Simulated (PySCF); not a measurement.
One entry of a table of gas-phase calculations, keyed by method. Lists by class give the value and the number of equivalent atoms.

```json
{
 "formula": "C2H2F2O",
 "smiles": "FC1(F)CO1",
 "charge": 0,
 "multiplicity": 1,
 "geometry_level": "PBE0-D3(BJ)/def2-SVP",
 "atoms_angstrom": [
  ["F", 1.713, 0.276, -0.39],
  ["C", 0.588, -0.299, 0.021],
  ["F", 0.724, -1.618, -0.073],
  ["C", -0.699, 0.35, -0.095],
  ["O", 0.038, 0.177, 1.15],
  ["H", -1.607, -0.258, -0.178],
  ["H", -0.756, 1.384, -0.453]
 ],
 "electronic_structure_code": "PySCF",
 "results": {
  "PBE0-D3(BJ)/def2-SVP geometry optimisation, gas phase": {
   "point_group": "Cs",
   "rotational_constants_GHz": [7.998, 6.02, 4.477]
  },
  "PBE0/def2-SVPD ground state, ΔSCF and vertical TDDFT (core frozen in the response)": {
   "dipole_D": 2.44,
   "homo_eV": -9.55,
   "lumo_eV": 0.76,
   "S1_eV": 8.5,
   "strongest_line_of_10_singlets_eV": 9.08,
   "T1_tda_eV": 7.89,
   "polarisability_au": 28.8,
   "vertical_ip_eV": 12.17,
   "r2_bohr2_about_centre_of_nuclear_charge": 301.8,
   "singlets_eV_and_f": [
    [8.5, 0.006],
    [9.02, 0.009],
    [9.08, 0.085],
    [9.15, 0.01],
    [9.94, 0.019],
    [10.04, 0.003],
    [10.22, 0.055],
    [10.27, 0.005],
    [10.91, 0.006],
    [11.08, 0.002]
   ],
   "triplets_tda_eV": [7.89, 7.95, 8.82, 8.97]
  },
  "B97-2/pcSseg-2 ground state and GIAO shieldings, non-relativistic": {
   "shift_vs_computed_TMS_C_by_class_ppm": [
    [116.1, 1],
    [55.1, 1]
   ],
   "shift_vs_computed_TMS_H_by_class_ppm": [
    [3.08, 2]
   ],
   "shielding_other_nuclei_by_class_ppm": [
    ["O", 250.2, 1],
    ["F", 306.2, 2]
   ]
  },
  "B3LYP/pcJ-1 indirect spin-spin coupling, non-relativistic, gas phase": {
   "largest_one_bond_couplings_by_class_Hz": [
    ["19F–13C", -359.5, 2],
    ["13C–1H", 187.5, 2],
    ["13C–13C", 53.3, 1],
    ["17O–13C", 32.7, 1],
    ["17O–13C", 20.2, 1]
   ]
  },
  "delta-SCF UKS SCAN, pcX-2 on the ionised atom, pcseg-1 elsewhere, spin-free X2C": {
   "core_binding_eV": [
    ["C1s", 293.48, 1],
    ["C1s", 297.64, 1],
    ["O1s", 539.97, 1],
    ["F1s", 694.15, 2]
   ]
  }
 }
}
```

No computed singlet falls in the visible range (750 to 380 nm, 1.65 to 3.26 eV); S1 lies 5.24 eV above its blue end. The vertical singlet–triplet gap S1 − T1 is 0.61 eV (TDDFT singlet less Tamm–Dancoff triplet; S1: HOMO→LUMO+1, weight 0.95; T1: HOMO→LUMO+1, weight 0.91). The polarisability is 4.27 Å³ as a volume (1 au = 0.148185 Å³), or 0.72 au for each of the 40 electrons.

For the geometry optimisation (PBE0-D3(BJ)/def2-SVP), the run took 12 s on one thread, Arm Neoverse V2 (shared host).
